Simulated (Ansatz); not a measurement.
Barrier CH3 (SMILES [CH3]) + H2O (SMILES O) via CH5O, on the benchmark's geometries as Psi4's copy gives them; open shells unrestricted, no zero-point energy, no spin–orbit coupling.
Transition structure (charge 0, multiplicity 2, Z-matrix in Å and degrees):
```
C
H 1 1.0845
H 1 1.0848 2 113.00
H 1 1.0848 2 113.27 3 -129.84
H 1 1.2274 2 105.27 3 116.87
O 5 1.2845 1 173.69 2 -107.17
H 6 0.9664 5 97.71 1 2.06
```

Cores are frozen in the correlated methods. MP2 and its Hartree–Fock in aug-cc-pVQZ are density fitted.

Run with Ansatz (an electronic-structure program) with Gaussian orbitals. Values without a source in brackets are computed.

The barrier height is − E(CH3) − E(H2O) + E(TS). Total energies (hartree):

| level | CH3 | H2O | TS |
|---|---|---|---|
| HF/aug-cc-pVTZ | -39.5780076 | -76.0606314 | -115.5930106 |
| MP2/aug-cc-pVTZ | -39.7383055 | -76.3289534 | -116.0284609 |
| HF/aug-cc-pVQZ | -39.5804429 | -76.0660162 | -115.6004469 |
| MP2/aug-cc-pVQZ | -39.7497141 | -76.3518283 | -116.0616728 |
| MP2/aug-cc-pVDZ | -39.6980364 | -76.2607544 | -115.9206627 |
| CCSD(T)/aug-cc-pVDZ | -39.7242008 | -76.2737302 | -115.9689039 |

Task: Work out the barrier height at the basis-set limit: extrapolate the MP2 correlation part as X⁻³, take Hartree–Fock from the larger set, and add the CCSD(T) − MP2 difference of aug-cc-pVDZ.

Result: 
1. Differences (1 hartree = 627.509 kcal/mol): HF/aug-cc-pVTZ 28.632; MP2/aug-cc-pVTZ 24.346; HF/aug-cc-pVQZ 28.873; MP2/aug-cc-pVQZ 25.019; MP2/aug-cc-pVDZ 23.926; CCSD(T)/aug-cc-pVDZ 18.215.
2. Correlation parts, MP2 less HF: -4.286 in aug-cc-pVTZ (X = 3), -3.855 in aug-cc-pVQZ (X = 4).
3. Limit (4³·(-3.855) − 3³·(-4.286))/(4³ − 3³) = -3.539; with HF/aug-cc-pVQZ it gives 25.334.
4. CCSD(T) less MP2 in aug-cc-pVDZ: -5.711.
Result: 19.62 kcal/mol, against 24.35 at MP2/aug-cc-pVTZ. It is an estimate of this method's limit, not of the exact value.
